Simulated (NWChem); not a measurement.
Program: NWChem. System: B (-1), charge -1, spin multiplicity 3. Its SCF solution wasn't tested for a lower state. Level: ROCCSD(T)/def2-TZVPD, 1 core orbitals frozen.

Input file:

```
start mol
memory heap 100 mb stack 700 mb global 1900 mb
charge -1
geometry units angstroms nocenter noautoz
  B      0.000000     0.000000     0.000000
  symmetry group D2h
end
basis spherical
  * library def2-tzvpd
end
scf
  rohf
  nopen 2
  maxiter 100
  thresh 1e-7
  semidirect memsize 60000000 filesize 0
  # guess.movecs holds the orbitals of an unrestricted PBE0 run
  vectors input guess.movecs output mol.movecs
end
tce
  freeze core 1
  ccsd(t)
  2eorb
  2emet 13
  thresh 1e-6
  maxiter 100
  tilesize 24
end
task tce energy
```

Part of the output:

```
             Northwest Computational Chemistry Package (NWChem) 7.3.0
             --------------------------------------------------------

                                NWChem Input Module
                                -------------------

 Scaling coordinates for geometry "geometry" by  1.889725989
 (inverse scale =  0.529177249)

                             Geometry "geometry" -> ""
                             -------------------------

 Output coordinates in angstroms (scale by  1.889725989 to convert to a.u.)

  No.       Tag          Charge          X              Y              Z
 ---- ---------------- ---------- -------------- -------------- --------------
    1 B                    5.0000     0.00000000     0.00000000     0.00000000

 Effective nuclear repulsion energy (a.u.)       0.0000000000

            Nuclear Dipole moment (a.u.)
            ----------------------------
        X                 Y               Z
 ---------------- ---------------- ----------------
     0.0000000000     0.0000000000     0.0000000000

      Symmetry information
      --------------------

 Group name             D2h
 Group number             26
 Group order               8
 No. of unique centers     1

      Symmetry unique atoms

     1


 Summary of "ao basis" -> "" (spherical)
 ------------------------------------------------------------------------------
       Tag                 Description            Shells   Functions and Types
 ---------------- ------------------------------  ------  ---------------------
 *                         def2-tzvpd                 on all atoms

 Summary of "ao basis" -> "ao basis" (spherical)
 ------------------------------------------------------------------------------
       Tag                 Description            Shells   Functions and Types
 ---------------- ------------------------------  ------  ---------------------
 B                         def2-tzvpd               13       37   6s3p3d1f

                                 NWChem SCF Module
                                 -----------------

  ao basis        = "ao basis"
[...]
        Alpha frozen cores :     1
         Beta frozen cores :     1
     Alpha frozen virtuals :     0
      Beta frozen virtuals :     0
         Spin multiplicity : triplet
    Number of AO functions :    37
       Number of AO shells :    13
        Use of symmetry is : on
      Symmetry adaption is : on
         Schwarz screening : 0.10D-09

          Correlation Information
          -----------------------
          Calculation type : Coupled-cluster singles & doubles w/ perturbation
   Perturbative correction : (T)
            Max iterations :      100
        Residual threshold : 0.10D-05
     T(0) DIIS level shift : 0.00D+00
     L(0) DIIS level shift : 0.00D+00
     T(1) DIIS level shift : 0.00D+00
     L(1) DIIS level shift : 0.00D+00
     T(R) DIIS level shift : 0.00D+00
     T(I) DIIS level shift : 0.00D+00
   CC-T/L Amplitude update :  5-th order DIIS
                I/O scheme : Global Array Library
        L-threshold :  0.10D-05
        EOM-threshold :  0.10D-05
 no EOMCCSD initial starts read in
 TCE RESTART OPTIONS
 SLICE:      F
 D4D5:       F
 quantumc:   F
 qrotation:  F
 pwtce:      F
 qducc:      F
 nacto:                         0
 nrotv:                         0
 nrot:                          0

            Memory Information
            ------------------
          Available GA space size is     249034062 doubles
          Available MA space size is     104855212 doubles

 Maximum block size supplied by input
 Maximum block size        24 doubles

 tile_dim =     10

 -------------------------------------------------

 Global array virtual files algorithm will be used

 Parallel file system coherency ......... OK

 4-electron integrals stored in orbital form

 v2    file size   =            53860
 4-index algorithm nr.  13 is used
 imaxsize =       30
 imaxsize ichop =        0


CCSD iterations
 ---------------------------------------------------------
 Iter          Residuum       Correlation     Cpu    Wall
 ---------------------------------------------------------
    1   0.0640677145338  -0.0704331604281     0.1     0.1
    2   0.0265689696548  -0.0779638976267     0.1     0.1
    3   0.0134265829392  -0.0804395607601     0.1     0.1
    4   0.0073843140000  -0.0812641196236     0.1     0.1
    5   0.0042032262171  -0.0817430367812     0.1     0.1
    6   0.0006464215096  -0.0822230712191     0.1     0.1
    7   0.0002402675110  -0.0822369141427     0.1     0.1
    8   0.0001237264074  -0.0822347426419     0.1     0.1
    9   0.0000676444945  -0.0822366545302     0.1     0.1
   10   0.0000394049399  -0.0822372515568     0.1     0.1
   11   0.0000080470444  -0.0822386939124     0.1     0.1
   12   0.0000032288701  -0.0822391352256     0.1     0.1
   13   0.0000015961706  -0.0822392946801     0.1     0.1
   14   0.0000008354495  -0.0822393654556     0.1     0.1
 -----------------------------------------------------------------
 Iterations converged
 CCSD correlation energy / hartree =        -0.082239365455599
 CCSD total energy / hartree       =       -24.594768815086400

 Singles contributions

 Doubles contributions
 CCSD(T)
 Using plain CCSD(T) code
             total no. of tasks          613
 total no. of tasks / no. procs          613
                         wl_min            1           1.0
                         wl_max         1000           3.2
        thresh for no. of tasks          613

 CCSD[T]  correction energy / hartree =        -0.003381065548929
 CCSD[T] correlation energy / hartree =        -0.085620431004528
 CCSD[T] total energy / hartree       =       -24.598149880635329
 CCSD(T)  correction energy / hartree =        -0.003380217440522
 CCSD(T) correlation energy / hartree =        -0.085619582896120
 CCSD(T) total energy / hartree       =       -24.598149032526923

 Task  times  cpu:        1.3s     wall:        1.3s

 Total times  cpu:        1.3s     wall:        1.3s
```
